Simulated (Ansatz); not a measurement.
# H3OP: the cost of one run

Program: Ansatz 0.2.0. Level of theory: RHF/def2-TZVP. These are calculated values, not measurements.

### Step 1. The structure to begin with

Bond lengths: O1–P2 1.662 Å, O1–H3 0.914 Å, P2–H4 1.340 Å, P2–H5 1.406 Å. Angles: O1–P2–H4 99.8°, O1–P2–H5 100.5°, H4–P2–H5 95.2°, P2–O1–H3 110.2°.

As a file:

```xyz
5

O     0.5471   -0.4305    0.8114
P     0.0948    0.2845   -0.6186
H     0.8646   -1.2728    0.6557
H    -1.1477   -0.2044   -0.7338
H    -0.3089    1.5495   -0.1561
```

### Step 2. Relaxing end A

input.yaml reads:

```yaml
crystal:
  periodic: [false, false, false]
  atoms:
    - { symbol: O, position_ang: [0.5471, -0.4305, 0.8114] }
    - { symbol: P, position_ang: [0.0948, 0.2845, -0.6186] }
    - { symbol: H, position_ang: [0.8646, -1.2728, 0.6557] }
    - { symbol: H, position_ang: [-1.1477, -0.2044, -0.7338] }
    - { symbol: H, position_ang: [-0.3089, 1.5495, -0.1561] }
basis:
  gaussian: { orbitals: def2-TZVP }
hamiltonian:
  xc: hf
relax:
  f_tol: 0.015
  max_steps: 40
```

On the command line:

```
$ ansatz run input.yaml --threads 1 --pin off --max-ram 2048MiB --backend cpu --events-out ev --progress --plain --runs-dir out
```

**Question.** How long does this run take on 1 thread of Intel Xeon at 2.50GHz (Skylake/Cascade Lake), shared host, and how much memory does it need?

About 12 s, with a peak of 0.13 GiB.
